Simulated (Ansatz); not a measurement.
One starting cell of Ag (a generated cell, Ag placed in the AFLOW prototype A_aP4_2_aci) was relaxed twice with Ansatz (plane waves, PAW, scalar-relativistic): with r2SCAN at 500 eV and with PBE at 420 eV. The r2SCAN result:

```xyz
1
Lattice="0.0000 2.0522 2.0522 2.0522 0.0000 2.0522 2.0522 2.0522 0.0000" Properties=species:S:1:pos:R:3 pbc="T T T"
Ag     0.0000     0.0000     0.0000
```

```
quantity                          r2SCAN    PBE
--------------------------------  ------  -----
space group                        Fm-3m  Fm-3m
volume (Å³/atom)                   17.29  17.84
a (Å)                              4.104  4.148
gap (eV, no spin-orbit coupling)    0.00   0.00
```

Both levels end in the same structure; PBE's volume is 3.2 % larger. Neither column is exact.

No spin polarisation in the result.

Measured for Ag: a 4.062 Å (static lattice; corrected from measurement; as listed in Daniel Mejia-Rodriguez, S. B. Trickey, Phys. Rev. B (2018)). Computed minus measured — a: r2SCAN +1.0 %, PBE +2.1 %. The computed values are for a static lattice.

The run could not lose the symmetry of its start.

Ansatz is a first-principles code.
